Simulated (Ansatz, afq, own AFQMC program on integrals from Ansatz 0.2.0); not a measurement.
AlH2⁺, triplet: a scan with AFQMC

```xyz
3

Al    0.0000    0.0000   -0.1021
H     0.0000    0.8996    1.3665
H     0.0000   -0.8996    1.3665
```

The Al1–H2 distance is changed with both sides rigid. Energies in kcal/mol count from this geometry (1.722 Å) at the same level; the start stands on UHF, each point on the determinant named.

Basis cc-pVDZ. Noble-gas cores (and the filled d shells of Ga–Kr and In–Xe) are frozen. Ansatz 0.2.0 and our own AFQMC program on the same integrals; the CISD trial comes from CCSD amplitudes, and released means the phaseless constraint is let go. Uncertainties: one standard error, sampling alone.

Cautions, each for one point or more: lower spins were not checked; the ph-AFQMC/CISD walk drifts between its halves.

| r(Al1–H2) / Å | det. | T1 | weight | ⟨S²⟩ | PBE0 | MP2 | CCSD(T) |
| --- | --- | --- | --- | --- | --- | --- | --- |
| 1.396 | UHF | 0.023 | 0.96 | 2.02 | 13.7 | 12.3 | 13.3 |
| 2.145 | UHF | 0.028 | 0.94 | 2.05 | 3.8 | 3.1 | 3.4 |
| 2.809 | UHF | 0.023 | 0.95 | 2.04 | 8.0 | 4.6 | 5.9 |
| 3.876 | UHF | 0.023 | 0.95 | 2.04 | 10.2 | 4.8 | 6.3 |
| 5.995 | UHF | 0.023 | 0.95 | 2.04 | 10.9 | 5.1 | 6.6 |

Problem. Estimate the curve of full CI, counted from the same start.

Solution. 
| r(Al1–H2) / Å | det. | T1 | weight | ⟨S²⟩ | FCI | ph-AFQMC/CISD | released AFQMC | CCSDT(Q) |
| --- | --- | --- | --- | --- | --- | --- | --- | --- |
| 1.396 | UHF | 0.023 | 0.96 | 2.02 | 13.4 | 13.3 ± 0.02 | 13.4 ± 0.01 | 13.4 |
| 2.145 | UHF | 0.028 | 0.94 | 2.05 | 3.5 | 3.5 ± 0.02 | 3.4 ± 0.01 | 3.5 |
| 2.809 | UHF | 0.023 | 0.95 | 2.04 | 6.0 | 6.0 ± 0.02 | 6.0 ± 0.01 | 6.0 |
| 3.876 | UHF | 0.023 | 0.95 | 2.04 | 6.4 | 6.4 ± 0.02 | – | 6.4 |
| 5.995 | UHF | 0.023 | 0.95 | 2.04 | 6.7 | 6.7 ± 0.02 | 6.7 ± 0.01 | 6.7 |

Weight is that of the determinant in the CISD state; at the start T1 is 0.025 and the weight 0.95, and ⟨S²⟩ is 2.03. Symmetry can't show for every point that it stays on the start's state. A dash marks a missing value, a released energy that hasn't settled or a functional that sits on another state. Largest departures from full CI: CCSD(T) -0.1 kcal/mol at 5.995 (on UHF), ph-AFQMC/CISD -0.1 kcal/mol at 2.809 (on UHF), released AFQMC 0.0 kcal/mol at 2.809 (on UHF) (within the noise), CCSDT(Q) 0.0 kcal/mol at 3.876 (on UHF), MP2 -1.6 kcal/mol at 5.995 (on UHF). The functionals aren't scored here. In this small basis the wave-function levels are far from their limit, so their gap to the functionals isn't the functionals' error.

CCSDT and higher add their correlation energy to the determinant of the CCSD(T) run, since their own runs factorise the integrals more tightly (a shift of under 2 meV). A walk keeps the symmetry of its determinant, which the program's search chose and which needn't be the lowest solution, so a lower state of the same spin and another symmetry isn't excluded. Released energies are given only where the last usable release times agree within the noise; a slower fall can still hide under it.
